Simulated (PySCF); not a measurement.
# MgH₂, singlet: molecular constants

All numbers come from B3LYP/[Mg def2-TZVP, H def2-TZVP], no relativity, density fitting, PySCF.

The structure is a minimum.

```
Point group                                                                   : D∞h
Bond lengths                                                                  : Mg–H 1.700 Å (×2)
Bond angles                                                                   : H–Mg–H 180.0°
Highest occupied level                                                        : -7.06 eV
Principal polarisabilities                                                    : 30.8, 30.8, 38.4 bohr³
Zero-point energy                                                             : 24.9 kJ/mol
Rotational symmetry number                                                    : 2
Atomisation energy without zero-point energy                                  : 440 kJ/mol
Enthalpy at 298.15 K above 0 K                                                : 10.05 kJ/mol
Lowest empty level                                                            : -0.75 eV
Heat capacity Cp at 298.15 K                                                  : 40.8 J/(mol K)
Entropy at 298.15 K and 1 bar                                                 : 194.1 J/(mol K)
Principal quadrupole moments (Buckingham, traceless) about the centre of mass : -12.33, 6.16, 6.16 D Å
Dipole moment                                                                 : 0.00 D
Rotational constants                                                          : 2.894 cm⁻¹
```

Harmonic modes (masses in u: Mg 23.985, H 1.008):
| symmetry | ω (cm⁻¹) | IR (km/mol, summed over degenerate members) | μ (u) |
| --- | --- | --- | --- |
| πu | 456 | 886 | 1.09 |
| σg+ | 1613 | 0.0 | 1.01 |
| σu+ | 1644 | 427 | 1.09 |

In D∞h the vibrations span πu + σg+ + σu+. The σg+ mode carries no infrared intensity, as symmetry demands. With a centre of inversion only u modes can be infrared active and only g modes Raman active.

Charges (e):
| atom | Mulliken | Löwdin | polar tensor | Mayer order to Mg1 |
| --- | --- | --- | --- | --- |
| Mg1 | 0.26 | 0.40 | 0.91 | – |
| H2,3 | -0.13 | -0.20 | -0.46 | 0.89 |

Mulliken populations on Mg1: s 5.07, p 6.58, d 0.10.

Counting electrons, magnesium keeps none of its valence electrons outside its bonds, so the VSEPR class is AX2 and the expected shape is linear (D∞h), as computed.

The final relaxation and frequency run took 3.7 s on 2 threads of a shared Arm Neoverse N1 host, with 44 basis functions and 6 gradients; the process peaked at 0.5 GiB. Launch command: `OMP_NUM_THREADS=2 python axn.py task.json out`.
